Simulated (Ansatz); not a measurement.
**Predicting a hybrid from its neighbours: HNO2 (nitrous acid)**

The species is HNO2 (4 atoms), meant as a singlet with charge 0. As SMILES, `O=NO`. Geometry: relaxed at PBE0-D4/def2-TZVP.

The electronic atomisation energy y, in eV, basis def2-TZVP; a is the functional's share of exact exchange. Programs: Ansatz 0.2.0.

```
functional  program     a  y (eV)
       PBE   Ansatz     0   14.90
      BLYP   Ansatz     0   14.30
     B3LYP   Ansatz   0.2   13.52
      PBE0   Ansatz  0.25       ?
   r2SCAN0   Ansatz  0.25   12.50
     BHLYP   Ansatz   0.5   11.77
```

Fit y = c + s·a to the known rows and predict PBE0.


1. Means of the 5 rows: a = 0.1900, y = 13.398.
2. Σ(Δa)² = 0.172, Σ(Δa·Δy) = -1.0141, so the slope is -1.0141/0.172 = -5.8959.
3. Intercept: 13.398 − (-5.8959) × 0.1900 = 14.518. The largest residual of the fit is 0.54.
4. PBE0: 14.518 + (-5.8959) × 0.25 = 13.04 eV.

The run gave 13.47 eV, so the prediction is off by -0.43 eV, within the largest residual. The rows mix families of semi-local functionals, which the line can't see.
